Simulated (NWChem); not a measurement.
Total energies of C$_{2}$H$_{3}$

SMILES: [CH]=C
```xyz
5

C      0.2486     0.6847     0.0000
C     -0.1175    -0.5818     0.0000
H     -0.2181     1.6789     0.0000
H     -1.1865    -0.8878     0.0000
H      0.6179    -1.4084     0.0000
```
Charge 0, spin multiplicity 2.

All runs are NWChem calculations. Structure: optimised with UPBE/def2-SVP, a minimum by its harmonic frequencies.

Basis set: cc-pVTZ (102 functions).

| method | total energy (Ha) | relative cost |
|---|---|---|
| UHF | -77.41827 | 1 |
| UMP2 | -77.70251 | under 3 |
| UB2PLYP | -77.85309 | under 3 |
| UPBE | -77.81816 | under 3 |
| UB3LYP | -77.93497 | under 3 |
| UBP86 | -77.92748 | under 3 |

Total energies of different functionals aren't comparable as a measure of quality: only differences taken within one method are. Costs are rough ratios of processor time within this set of runs, SCF included, with UHF as 1.

The correlated methods keep 2 core orbitals frozen. B3LYP has NWChem's definition, with VWN1-RPA local correlation. The structure started from a generated list of species. The unpaired electrons of the parent sit in orbitals of symmetry a' (Cs labels of the run); other states weren't searched. The stability of the SCF solutions was not checked. Open-shell Hartree-Fock references start from PBE0 orbitals; any time given for them includes that run.
